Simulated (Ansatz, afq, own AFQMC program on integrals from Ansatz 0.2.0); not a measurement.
# Si, triplet → Si⁺, quartet

A free Si atom.

E(quartet, charge +1) − E(triplet, charge +0) at this geometry, on UHF and UHF determinants.

Basis aug-cc-pVTZ. Only valence electrons are correlated. Integrals, coupled cluster, full CI and functionals: Ansatz 0.2.0; the random walks run on the same integrals in our own AFQMC program. ph-AFQMC/CISD is guided by a CISD state made of CCSD amplitudes; releasing the constraint for a short imaginary time cuts its bias at the price of noise, slowly where states lie close. ± is one standard error of the sampling. The errors of all members are added in quadrature.

Full CI on the same integrals is exact in this basis and with this determinant's frozen core.

The best estimate is CCSD(T) at the basis-set limit (CBS: def2-TZVPP and def2-QZVPP, with their diffuse functions for anions and beside diffuse sets, CCSD(T) itself extrapolated) plus the step from CCSD(T) to full CI in aug-cc-pVTZ. Rows without CBS are in aug-cc-pVTZ; B2PLYP and the wave-function rows carry a basis error of their own. Core correlation and relativity beyond core potentials are missing, and ± holds the sampling alone.

Cautions: Si⁺ (quartet): another spin lies lower, the released energies have errors that jump between times, so the bars are unsure, so no released level is given (meV from the phaseless value at times in 1/Eh: 0.5 ± 0.3 at 0.24, -0.45 ± 0.20 at 0.51, 0.26 ± 0.15 at 0.99, -5 ± 5 at 1.62, 0.2 ± 0.5 at 2.40), though the last usable value meets full CI within the noise; this isn't the first ionization; core correlation is missing, and it shifts such a gap most where an s electron is promoted.

```
  level  vertical ionization energy (kcal/mol)
wB97M-V                                  312.4
   PBE0                                  306.7
     HF                                  265.9
```

Q: From these cheaper values, estimate the vertical ionization energy at the level of the best estimate.

A: 306.8 kcal/mol (best estimate, highest rung FCI).

| level | vertical ionization energy (kcal/mol) | error against the best estimate (kcal/mol) |
| --- | --- | --- |
| MP2 | 295.2 | -11.6 |
| CCSD | 303.3 | -3.5 |
| CCSD(T) | 304.8 | -2.0 |
| ph-AFQMC/CISD | 305.1 ± 0.03 | -1.7 ± 0.03 |
| FCI | 305.3 | -1.5 |
| HF/CBS | 265.3 | -41.5 |
| MP2/CBS | 298.1 | -8.7 |
| CCSD(T)/CBS | 306.3 | -0.5 |
| PBE | 309.9 | 3.1 |
| r2SCAN | 299.5 | -7.3 |
| B3LYP | 313.8 | 7.0 |
| B2PLYP | 308.1 | 1.3 |

Correlation beyond CCSD(T) adds 0.5 kcal/mol. Going to the basis-set limit adds 1.5 kcal/mol at CCSD(T). The perturbative (T) step is worth +1.5 kcal/mol.

Best estimates are given only where the step beyond CCSD(T) is under 0.3 eV and no member's determinant is very poor (T1 over 0.05, or 0.07 for open shells, ⟨S²⟩ too high by 0.3, two states mixed), so the hardest cases are missing from such tables.

The functionals ran in a triple-zeta set and keep a basis error of their own, a few kJ/mol for each bond in atomization energies and more for double hybrids, so close places among them and the extrapolated levels can swap.

Each member of a difference takes its own highest rung, so a best estimate needn't equal the limit plus the step of one row. A walk keeps the symmetry of its determinant, which the program's search chose and which needn't be the lowest solution, so a lower state of the same spin and another symmetry isn't excluded.
